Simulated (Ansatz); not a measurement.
# CH5 (doublet): wave-function methods side by side at distance H1–H2 along a hydrogen transfer = 0.745 Å, 6-31G

How much of the correlation energy of CH5 (doublet) does each wave-function method recover here?

Method: 6-31G, core rule «outside noble gas», up to 1 orbitals frozen; program: Ansatz 0.2.0, Gaussian basis.

Plan: UHF; CCSD(T) on ROHF; CCSD(T) on UHF; BCCD(T) on ROHF; CISD; CCSDT(Q) on ROHF; CCSDT(Q) on UHF; CCSDTQ on ROHF; CASSCF and MRCISD+Q, 3 electrons in 3 orbitals; CASSCF and NEVPT2, 3 electrons in 3 orbitals; CASSCF and MRCISD+Q, 9 electrons in 9 orbitals; CASSCF and MRCISD+Q(relaxed), 9 electrons in 9 orbitals; CASSCF and NEVPT2, 9 electrons in 9 orbitals; Full CI.

10 further runs of the same task are left out: 1 for a mislabelled method, 7 that didn't finish, 2 set aside as unsound or not needed.

## 1. The geometry

The geometry derives from fragments relaxed apart (PBE0/def2-TZVP) and kept rigid, so it is no stationary point. A hydrogen atom is moved between rigid fragments.

6 atoms, charge 0, spin multiplicity 2.

Atoms are counted from 1 here; the program's logs count them from 0.

Bond lengths: H1–H2 0.745 Å, C3–H4 1.080 Å, C3–H5 1.080 Å, C3–H6 1.080 Å. Angles: H4–C3–H5 120.0°, H4–C3–H6 120.0°, H5–C3–H6 120.0°.

## 2. UHF

Input file in.yaml:

```yaml
crystal:
  periodic: [false, false, false]
  atoms:
    - {symbol: H, position_ang: [-2.140888, 0.000000, 0.000000]}
    - {symbol: H, position_ang: [-1.395888, 0.000000, 0.000000]}
    - {symbol: C, position_ang: [0.237112, 0.000000, 0.000000]}
    - {symbol: H, position_ang: [0.237112, -1.080023, 0.000000]}
    - {symbol: H, position_ang: [0.237112, 0.540011, 0.935327]}
    - {symbol: H, position_ang: [0.237112, 0.540012, -0.935327]}
basis:
  gaussian: {orbitals: 6-31G}
magnetization: {spin_polarized: true, initial_magnetization: 1}
hamiltonian: {xc: hf}
output: {orbitals: {seedname: orbitals}}
```

Started as:

```
> ansatz run in.yaml --threads 1 --pin off --events-out ev --progress --plain --max-ram 2393MiB
```

Further steps of the session: CCSD(T) on ROHF; CCSD(T) on UHF; BCCD(T) on ROHF; CISD; CCSDT(Q) on ROHF; CCSDT(Q) on UHF; CCSDTQ on ROHF; CASSCF and MRCISD+Q, 3 electrons in 3 orbitals; CASSCF and NEVPT2, 3 electrons in 3 orbitals; CASSCF and MRCISD+Q, 9 electrons in 9 orbitals; CASSCF and MRCISD+Q(relaxed), 9 electrons in 9 orbitals; CASSCF and NEVPT2, 9 electrons in 9 orbitals; Full CI.

**Question.** What will the summary of the whole plan be? Wanted: FCI below the RHF energy; RMP2 from FCI; UMP2 from FCI; RCCSD from FCI; RCCSD(T) from FCI; UCCSD(T) from FCI; RCCSDT(Q) from FCI; UCCSDT(Q) from FCI; NEVPT2 pair from FCI.

The runs gave:

```
                         quantity                                                                                                                                    value
         FCI below the RHF energy                                                                                                                               -3.4467 eV
                    RMP2 from FCI                                                                                                                             +72.7 kJ/mol
                    UMP2 from FCI                                                                                                                             +70.0 kJ/mol
                   RCCSD from FCI                                                                                                                              +4.6 kJ/mol
                RCCSD(T) from FCI                                                                                                                              +1.0 kJ/mol
                UCCSD(T) from FCI                                                                                                                              +1.0 kJ/mol
               RCCSDT(Q) from FCI                                                                                                                               0.0 kJ/mol
               UCCSDT(Q) from FCI                                                                                                                               0.0 kJ/mol
             NEVPT2 pair from FCI                                                                                                                             +59.3 kJ/mol
          NEVPT2 valence from FCI                                                                                                                             +26.8 kJ/mol
        MRCISD+Q valence from FCI                                                                                                                              +0.8 kJ/mol
levels within 1 kcal/mol (43 meV)  RCCSD(T), UCCSD(T), BCCD(T), RCCSDT, UCCSDT, RCCSDT(Q), UCCSDT(Q), RCCSDTQ, MRCISD valence, MRCISD+Q valence, MRCISD+Q(relaxed) valence
                    T1 diagnostic                                                                                                                                    0.019
   effectively unpaired electrons                                                                                                                                     1.02
```

**Reading.** RCCSD(T) misses by +1.0 kJ/mol, 0.3 % of the correlation energy. One determinant dominates. Of the multireference levels listed MRCISD+Q(relaxed) valence comes nearest in total energy (-0.2 kJ/mol), which doesn't show that its space is the better one. These misses are within one basis, not against nature; the frozen cores of restricted and unrestricted runs differ, which can shift their rows.
